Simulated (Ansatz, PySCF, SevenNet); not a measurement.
Cohesive energy of rock-salt MgS: levels of theory against measurement

Reference value: 4.04 eV/atom (measured, corrected for zero-point motion; as tabulated in Goldzak et al. (2022), arXiv:2208.04865).

```tsv
level (code)	value (eV/atom)	cell (Å³/atom)	error (eV/atom)
SevenNet-0	3.76	17.82	-0.28
SevenNet-l3i5	3.81	17.86	-0.23
LDA (Ansatz)	4.36	16.87	+0.32
PBE (Ansatz)	3.72	17.88	-0.32
PBEsol (Ansatz)	4.03	17.39	-0.01
r²SCAN (Ansatz)	4.01	17.61	-0.03
HSE06 (Ansatz)	3.78	17.51	-0.26
PBE0 (PySCF)	3.75 ± 0.04	17.58	-0.29
Hartree–Fock (PySCF)	2.86 ± 0.08	18.44	-1.18
MP2 (PySCF)	4.37 ± 0.1	17.36	+0.33
CCSD (PySCF)	3.99 ± 0.1	17.55	-0.05
CCSD(T) (PySCF)	4.12 ± 0.1	17.56	+0.08
```

Leaving aside SevenNet-0 (doubt noted below), SevenNet-l3i5 (doubt noted below): Once the reference is moved by up to 0.03 eV/atom (a margin picked here for doubts on the reference and the settings) and values within 0.03 eV/atom count as equal, the nearest can be PBEsol (-0.01 eV/atom), r²SCAN (-0.03 eV/atom), CCSD (-0.05 eV/atom) or CCSD(T) (+0.08 eV/atom). Among them Hartree–Fock (-1.18 eV/atom) misses by most. Within 0.2 eV/atom: PBEsol, r²SCAN, CCSD, CCSD(T).

A ± on a computed value is a rough bar: the spread of its extrapolation, a floor set from checks against published values, or a statistical error. SevenNet-0, SevenNet-l3i5: free atoms can lie outside what these potentials were trained on. Each level is taken at its own relaxed cell. Cutoffs and k meshes differ between the levels. Ansatz's density-functional and Hartree–Fock values are scalar-relativistic unless marked +SOC, with PAW data made under PBE.

Machine-learned potentials (SevenNet-0, SevenNet-l3i5) are trained on DFT data: a solid inside that data is no test of them.

Differences are worked out from the printed values.

Ansatz is an electronic-structure program.
